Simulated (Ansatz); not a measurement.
# C₃H₄F₂: up Jacob's ladder to CCSD(T)

An exercise on one series of results from a longer session: the logs are not shown, and one member is left open.

Computed with Ansatz 0.2.0, Gaussian basis. Level: functionals in def2-TZVPP, the program's frozen cores in correlated methods.

Plan: LDA (SPW92), PBE-D4, revPBE-D4, BLYP-D4, r2SCAN-D4, B97M-V, PBE0-D4, B3LYP-D4, r2SCANh-D4, r2SCAN0-D4, HSE06-D4, BHLYP-D4, CAM-B3LYP-D4, LC-ωPBE, ωB97X-V, ωB97M-V, B2PLYP, PBE-QIDH; CCSD(T)/def2-SVP; CCSD(T)/def2-TZVPP; CCSD(T)/def2-QZVPP; extrapolation to the limit.

**The geometry**

All runs share one geometry, relaxed beforehand with PBE0-D4 in a triple-zeta def2 set.

SMILES `C=CC(F)F`, 9 atoms, charge 0, spin multiplicity 1.

Atoms are counted from 1 here; the program's logs count them from 0.

Bond lengths: C1–C2 1.322 Å, C1–H6 1.083 Å, C1–H7 1.083 Å, C2–C3 1.490 Å, C2–H8 1.086 Å, C3–F4 1.354 Å, C3–F5 1.363 Å, C3–H9 1.097 Å. Angles: C2–C1–H6 121.3°, C2–C1–H7 121.1°, H6–C1–H7 117.6°, C1–C2–C3 123.8°, C1–C2–H8 121.8°, C3–C2–H8 114.4°, C2–C3–F4 111.8°, C2–C3–F5 109.7°, C2–C3–H9 112.9°, F4–C3–F5 107.5°, F4–C3–H9 107.6°, F5–C3–H9 107.1°.

The first run:

in.yaml

```yaml
crystal:
  periodic: [false, false, false]
  atoms:
    - {symbol: C, position_ang: [-0.521906, -0.520634, -1.183725]}
    - {symbol: C, position_ang: [0.228022, -0.538240, -0.095355]}
    - {symbol: C, position_ang: [0.252024, 0.558902, 0.912978]}
    - {symbol: F, position_ang: [-0.462401, 1.633964, 0.503352]}
    - {symbol: F, position_ang: [1.535300, 0.972512, 1.112328]}
    - {symbol: H, position_ang: [-1.169746, 0.318597, -1.406963]}
    - {symbol: H, position_ang: [-0.507742, -1.345278, -1.885749]}
    - {symbol: H, position_ang: [0.877467, -1.376435, 0.137540]}
    - {symbol: H, position_ang: [-0.142517, 0.250412, 1.888593]}
basis:
  gaussian: {orbitals: def2-TZVPP}
hamiltonian: {xc: lda}
output: {orbitals: {seedname: orbitals}}
```

Run with:

```console
ansatz run in.yaml --threads 2 --pin off --events-out ev --progress --plain --max-ram 32768MiB --backend cpu
```

Steps of the session up to this table: LDA; PBE-D4 (GGA); revPBE-D4 (GGA); BLYP-D4 (GGA); r2SCAN-D4 (meta-GGA); B97M-V (meta-GGA); B3LYP-D4 (hybrid); r2SCANh-D4 (hybrid); r2SCAN0-D4 (hybrid); HSE06-D4 (hybrid); BHLYP-D4 (hybrid); CAM-B3LYP-D4 (range-separated); LC-ωPBE (range-separated); ωB97X-V (range-separated); ωB97M-V (range-separated); B2PLYP (double hybrid); PBE-QIDH (double hybrid).

One of the session's tables, all rows but one given; the rest of the session is left out.

It belongs to the step «Frontier levels by functional». 

| functional | HOMO (eV) | gap (eV) |
| --- | --- | --- |
| LDA (SPW92) | -7.43 | 5.62 |
| PBE-D4 | -7.22 | 5.68 |
| revPBE-D4 | -7.14 | 5.70 |
| BLYP-D4 | -7.06 | 5.64 |
| r2SCAN-D4 | -7.45 | 6.13 |
| B97M-V | -7.43 | 6.18 |
| PBE0-D4 | -8.40 | 7.90 |
| B3LYP-D4 | -8.17 | 7.41 |
| r2SCANh-D4 | -7.89 | 6.96 |
| r2SCAN0-D4 | -8.55 | 8.19 |
| HSE06-D4 | -7.99 | 7.11 |
| BHLYP-D4 | -9.41 | 10.02 |
| CAM-B3LYP-D4 | -9.78 | 10.42 |
| LC-ωPBE | -11.22 | 13.08 |
| ωB97X-V | ? | ? |
| ωB97M-V | -10.69 | 12.34 |

Q: Estimate the row for ωB97X-V from the others.

The run gave: HOMO (eV): -10.78; gap (eV): 12.57. In the column «HOMO (eV)» it lies between LC-ωPBE (-11.22) and ωB97M-V (-10.69).
